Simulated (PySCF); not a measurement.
Structure problem from calculated spectra and properties.

Elements present: C, H and P. Monoisotopic mass: 104.0755 u.

| Property | Result |
| --- | --- |
| 1H NMR | chemical shifts (computed TMS as zero) by class: 3.24 (1 H), 1.67 (1 H), 1.43 (2 H), 1.14 (3 H), 0.97 (6 H) ppm [GIAO PBE0/pcSseg-1] |
| UV, strongest line | among the 8 lowest singlet transitions: S3 at 7.52 eV (165 nm, f = 0.137) [TDDFT wB97X-D/def2-SVPD] |
| Triplet | lowest triplet excitation (Tamm–Dancoff): 5.55 eV [TDA wB97X-D/def2-SVPD] |
| Rotational structure | rotational constants A, B, C: 5.667, 1.376, 1.199 GHz [GFN2-xTB] |
| 13C NMR | chemical shifts (computed TMS as zero) by class: 39.1 (1 C), 32.3 (1 C), 26.1 (2 C), 8.7 (1 C) ppm [GIAO PBE0/pcSseg-1] |
| NMR, other nuclei | isotropic shieldings of nuclei other than C and H, by class: 434 (1 P) ppm [GIAO PBE0/pcSseg-1] |

The electronic properties come from PySCF, for the isolated species, density fitting. Levels stand in brackets. One conformer (not necessarily the lowest) at the GFN2-xTB geometry, without solvent, vibrations or thermal averaging. NMR classes are plain means over equivalent atoms (diastereotopic ones count apart unless rotation or inversion swaps them), as if these changed places fast.

Question: Which formula fits the mass and the elements?

Answer: C5H13P (calculated 104.0755). No other formula that holds each of these elements comes within 0.0003 u with a fitting electron parity and a possible valence count.

Question: Propose a structure and show how it fits.

Answer: Numbering: `[CH3:1][PH:2][CH2:3][CH:4]([CH3:5])[CH3:6]`. 5 carbons fall into 4 classes; from least to most shielded: sp3 carbon bound to phosphorus [C3] (39.1 ppm), sp3 CH carbon [C4] (32.3 ppm), methyl carbon [C5/C6] (26.1 ppm, 2 C, up to 3.7 ppm apart in this geometry), sp3 carbon bound to phosphorus [C1] (8.7 ppm). Hydrogen classes from least to most shielded: 1 H on a phosphine phosphorus, P2 (3.24 ppm), 1 H on an sp3 CH carbon, C4 (1.67 ppm), 2 H on an sp3 carbon bound to phosphorus, C3 (1.43 ppm), 3 H on an sp3 carbon bound to phosphorus, C1 (1.14 ppm), 6 H on 2 methyl carbons, C5/C6 (0.97 ppm, a mean of values up to 0.8 ppm apart in this geometry). The other shieldings belong to: 434 ppm, phosphine phosphorus [P2]. The optimised geometry has point group C1 and is an asymmetric top. Structure: `CPCC(C)C`. Computed isomers that give other values at the same levels: `CCCCPC` (13C chemical shifts (computed TMS as zero) by class: 35.3 (1 C), 32.6 (1 C), 30.9 (1 C), 17.2 (1 C), 9.3 (1 C) ppm); `CC(C)P(C)C` (13C chemical shifts (computed TMS as zero) by class: 41.2 (1 C), 21.8 (2 C), 17.2 (2 C) ppm); `CCP(C)CC` (13C chemical shifts (computed TMS as zero) by class: 31.7 (2 C), 15.0 (1 C), 12.6 (2 C) ppm). The assignments are read from this structure; whether some other isomer fits the data as well wasn't checked.

The values belong to the conformer `[CH3:1][PH:2][CH2:3][CH:4]([CH3:5])[CH3:6]`: C1–P2–C3–C4 177°, P2–C3–C4–C5 63°.
